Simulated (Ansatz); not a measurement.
# H2NaP: the cost of one run

Method: the settings change from run to run; program: Ansatz 0.2.0, Gaussian basis.

40 further runs of the same task are left out: 19 for a known fault of the program, 14 that didn't finish, 7 set aside as unsound or not needed.

### 1 What is computed

The geometry derives from a PBE0/def2-TZVP stationary point (not a proven minimum). All distances are scaled together.

4 atoms, charge 0, spin multiplicity 3.

Atoms are counted from 1 here; the program's logs count them from 0.

No contacts short enough for the rule that draws bonds.

Coordinates:

```xyz
4
H2NaP
P     0.0000    0.0748    2.5804
Na    0.0000   -0.0243   -3.8283
H     0.0000    0.6104    5.0019
H     0.0000   -2.3557    3.0226
```

### 2 CISD/def2-TZVP

in.yaml

```yaml
crystal:
  periodic: [false, false, false]
  atoms:
    - {symbol: P, position_ang: [0.000000, 0.074843, 2.580381]}
    - {symbol: Na, position_ang: [0.000000, -0.024312, -3.828329]}
    - {symbol: H, position_ang: [0.000000, 0.610363, 5.001935]}
    - {symbol: H, position_ang: [0.000000, -2.355724, 3.022632]}
basis:
  gaussian: {orbitals: def2-TZVP}
magnetization: {spin_polarized: false, initial_magnetization: 2}
hamiltonian: {pseudopotentials: {relativity: none}}
correlation: {active_space: {ras: {orbitals: [3, 2, 66], electrons: 8, max_holes: 2, max_particles: 2}, fixed_orbitals: true}}
```

Run with:

```bash
ansatz run in.yaml --threads 1 --pin off --events-out ev --progress --plain --max-ram 2393MiB
```

Q: Estimate wall time and peak memory on 1 thread of AMD EPYC 9B45, shared host.

About 6 s, with a peak of 0.27 GiB.
